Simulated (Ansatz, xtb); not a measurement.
**Two isomers of C3H6**

We compare I, `C=CC`, a singlet, with II, `C1CC1`, a singlet. Both are isolated molecules in the gas phase, relaxed with B3LYP-D3(BJ)/def2-SVP.

I (Å):

```yaml
atoms:
  - { symbol: C, position_ang: [-1.5932, 0.3200, 1.6037] }
  - { symbol: C, position_ang: [-0.6242, 0.8040, 0.8222] }
  - { symbol: C, position_ang: [-0.0766, 0.1326, -0.4015] }
  - { symbol: H, position_ang: [-2.0715, -0.6424, 1.3918] }
  - { symbol: H, position_ang: [-1.9456, 0.8652, 2.4835] }
  - { symbol: H, position_ang: [-0.1774, 1.7737, 1.0788] }
  - { symbol: H, position_ang: [1.0084, -0.0475, -0.3047] }
  - { symbol: H, position_ang: [-0.2079, 0.7670, -1.2956] }
  - { symbol: H, position_ang: [-0.5694, -0.8335, -0.5910] }
```

II (Å):

```xyz
9

C    -1.1484   -0.1037    1.1270
C    -0.2026    1.0147    0.7723
C    -0.7547    0.1230   -0.3099
H    -2.1662    0.1576    1.4309
H    -0.7426   -0.9794    1.6417
H     0.8513    0.9054    1.0438
H    -0.5722    2.0424    0.8331
H    -1.5026    0.5395   -0.9908
H    -0.0791   -0.5975   -0.7800
```

Energies in hartree; the thermal terms are from B3LYP-D3(BJ)/def2-SVP harmonic frequencies (ideal gas, rigid rotor, one conformer each, 298.15 K, 1 atm) and include the zero-point energy:

|  | I | II |
| --- | --- | --- |
| E, CCSD(T)/def2-TZVP | −117.667748 | −117.655352 |
| zero-point energy | 0.079168 | 0.080697 |
| H(298 K) − E | 0.084209 | 0.085026 |
| G(298 K) − E | 0.054148 | 0.058088 |

Task: Work out ΔE, ΔE₀, ΔH and ΔG for I → II in kJ/mol (1 Eh = 2625.50 kJ/mol) and the equilibrium ratio [II]/[I].

Result: 1. ΔE = −117.655352 − (−117.667748) = +0.012396 Eh = +32.55 kJ/mol.
2. ΔE₀ = ΔE + ΔZPE = +0.012396 + (+0.001529) Eh = +36.56 kJ/mol.
3. ΔH = ΔE + (+0.000817) Eh = +34.69 kJ/mol.
4. ΔG = ΔE + (+0.003940) Eh = +42.89 kJ/mol, so ΔS = (ΔH − ΔG)/T = −27.5 J/(mol K).
5. kT = 0.9442 mEh, so K = [II]/[I] = exp(−ΔG/kT) = exp(−17.30) ≈ 3.1 × 10^−8.

Structure I is favoured at this temperature. An error of 4 kJ/mol in ΔG would change K by a factor of 5. GFN2-xTB, HF/STO-3G gave ΔE the other sign. Mirror images and further conformers aren't counted.

As drawn, II has 2 C–C in place of 1 C=C. Structure I has no ring, II a 3-membered ring.

Tabulated enthalpies of formation at 298 K (Active Thermochemical Tables 1.112) are 20.4 kJ/mol for I and 53.6 kJ/mol for II, so the tabulated ΔH is +33.27 kJ/mol and the calculation departs from it by +1.42 kJ/mol.

Other levels gave ΔE = −15.6 (GFN2-xTB); −17.6 (HF/STO-3G, GFN2-xTB geometries); +16.9 (r2SCAN-D4/def2-SVP, GFN2-xTB geometries); +31.9 (B3LYP-D3(BJ)/def2-SVP); +41.1 (HF/def2-TZVP); +21.9 (MP2/def2-TZVP) kJ/mol. The correlated steps freeze 3 core orbitals. Programs: Ansatz 0.2.0, xtb 6.7.1.
